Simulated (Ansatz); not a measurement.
```yaml
crystal:
  periodic: [false, false, false]
  atoms:
    - {symbol: C, position_ang: [-0.786382, 1.893927, -1.003534]}
    - {symbol: C, position_ang: [0.480899, -0.551328, 0.688014]}
    - {symbol: C, position_ang: [-0.034580, -3.312819, 1.651769]}
    - {symbol: O, position_ang: [2.803240, -0.559577, 2.243323]}
    - {symbol: H, position_ang: [-2.804151, 1.236669, -2.114070]}
    - {symbol: H, position_ang: [-1.229949, 3.739365, 0.472561]}
    - {symbol: H, position_ang: [0.838334, 2.631347, -2.614985]}
    - {symbol: H, position_ang: [0.935210, -5.203420, 0.554164]}
basis:
  gaussian: {orbitals: pcseg-2}
total_charge: 1
magnetization: {spin_polarized: true, initial_magnetization: 1}
hamiltonian: {xc: {name: PBEsol}, dispersion: d4}
```

```sh
$ ansatz run in.yaml --threads 2 --pin off --events-out ev --progress --plain --max-ram 4352MiB
```

It prints (some lines left out):

```
Functional definition: PBEsol
842 factors; their error is unknown
mean field evaluation 1: about -5055.3214 eV, gradient 1.2e2 eV
mean field evaluation 2: about -4482.0717 eV, gradient 1.4e2 eV
mean field evaluation 4: about -4869.2454 eV, gradient 1.6e2 eV
mean field evaluation 8: about -5149.5671 eV, gradient 4.2e0 eV
mean field evaluation 16: about -5153.0429 eV, gradient 1.8e-1 eV
mean field evaluation 32: about -5153.0317 eV, gradient 1.6e-1 eV
mean field evaluation 96: about -5152.8887 eV, gradient 1.3e-1 eV
mean field evaluation 128: about -5153.0754 eV, gradient 9.4e-2 eV
mean field evaluation 192: about -5153.0407 eV, gradient 4.5e-1 eV
mean field evaluation 288: about -5152.3360 eV, gradient 7.5e-1 eV
mean field evaluation 352: about -5152.9964 eV, gradient 7.7e-1 eV
mean field -5153.07998681 eV, -189.3721966321 hartree, gradient 6.1e-6 eV, S^2 4.580189; 12 other end points of the search recorded, 0 dependent functions left out
reference -5153.08007022 eV, -189.3721996974 hartree; 15, 14 occupied and 161, 162 virtual orbitals, 842 factors
Total energy: -5153.10707611 eV, -189.3731921455 hartree
```

In this input the geometry is stretched to more than twice its size. The calculation finished and met its thresholds. The result belongs to that input, not to the molecule as meant.
